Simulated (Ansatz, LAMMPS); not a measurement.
# fcc Pd, bulk modulus

Reference value: 195 GPa (measured, zero-point energy and finite temperature contributions removed, our sources range from 187 to 198; as tabulated in doi:10.1021/acs.jctc.3c00612).

**Question.** What do Lennard-Jones uff-vdw, LDA, PBE, PBE-D3(BJ), r²SCAN+rVV10, B3LYP (VWN-RPA form), HSE06-D3(BJ) give, and how far is each from the reference?

**Answer.** 
```json
[
 {"level (code)": "Lennard-Jones uff-vdw (LAMMPS)", "value (GPa)": "1.45", "cell (Å³/atom)": "15.80", "error (%)": "-99"},
 {"level (code)": "LDA (Ansatz)", "value (GPa)": "227", "cell (Å³/atom)": "14.15", "error (%)": "+16.4"},
 {"level (code)": "PBE (Ansatz)", "value (GPa)": "168", "cell (Å³/atom)": "15.33", "error (%)": "-13.8"},
 {"level (code)": "PBE-D3(BJ) (Ansatz)", "value (GPa)": "193", "cell (Å³/atom)": "14.72", "error (%)": "-1.0"},
 {"level (code)": "r²SCAN+rVV10 (Ansatz)", "value (GPa)": "196", "cell (Å³/atom)": "14.72", "error (%)": "+0.5"},
 {"level (code)": "B3LYP (VWN-RPA form) (Ansatz)", "value (GPa)": "144", "cell (Å³/atom)": "15.86", "error (%)": "-26"},
 {"level (code)": "HSE06-D3(BJ) (Ansatz)", "value (GPa)": "211", "cell (Å³/atom)": "14.19", "error (%)": "+8.2"}
]
```

Leaving aside Lennard-Jones uff-vdw (doubt noted below): Once the reference is moved by up to 4.2 % (a margin picked here for doubts on the reference and the settings) and values within 1.7 % count as equal, the nearest can be r²SCAN+rVV10 (+0.5 %), PBE-D3(BJ) (-1.0 %) or HSE06-D3(BJ) (+8.2 %). By the same margin the farthest can be B3LYP (VWN-RPA form) (-26 %) or LDA (+16.4 %).

The crystal itself was run without spin with LDA, PBE, PBE-D3(BJ), r²SCAN+rVV10, B3LYP (VWN-RPA form), HSE06-D3(BJ); a magnetic state was not tried in these runs. Lennard-Jones uff-vdw: this is a force field's van der Waals term alone, without bonds or charges. Each level is taken at its own relaxed cell. Cutoffs and k meshes differ between the levels. Ansatz's density-functional and Hartree–Fock values are scalar-relativistic unless marked +SOC, with PAW data made under PBE.

Differences are worked out from the printed values.

Ansatz is a program for electronic structure.
